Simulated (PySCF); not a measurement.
H2S, SMILES S (connectivity only; charge and spin as stated), charge +1, multiplicity 2. Atoms are numbered in the order given.

```xyz
3

S      0.0000     0.0000    -0.1060
H      0.0000    -0.9915     0.8480
H      0.0000     0.9915     0.8480
```
Charge +1, spin multiplicity 2.

The structure is a stationary point at PBE-D3(BJ)/def2-TZVPD. The spin state was assumed, not searched.

Level of theory: ωB97X/def2-TZVPD run with PySCF.

Mulliken values depend strongly on the basis, most of all with diffuse functions as here. ESP charges are fitted to the potential on shells at 1.4 to 2.0 van der Waals radii. Atomic charges (e):

```
atom  ESP fit  meta-Löwdin  Mulliken  Mulliken spin
----  -------  -----------  --------  -------------
S1       0.56   (withheld)      0.24           1.04
H2       0.22   (withheld)      0.38          -0.02
H3       0.22   (withheld)      0.38          -0.02
```

Problem. Some entries are withheld; supply them. (The exact figures need the calculation; the answer reports its results.)

Solution. 
- S1, meta-Löwdin: 0.60
- H2, meta-Löwdin: 0.20
- H3, meta-Löwdin: 0.20
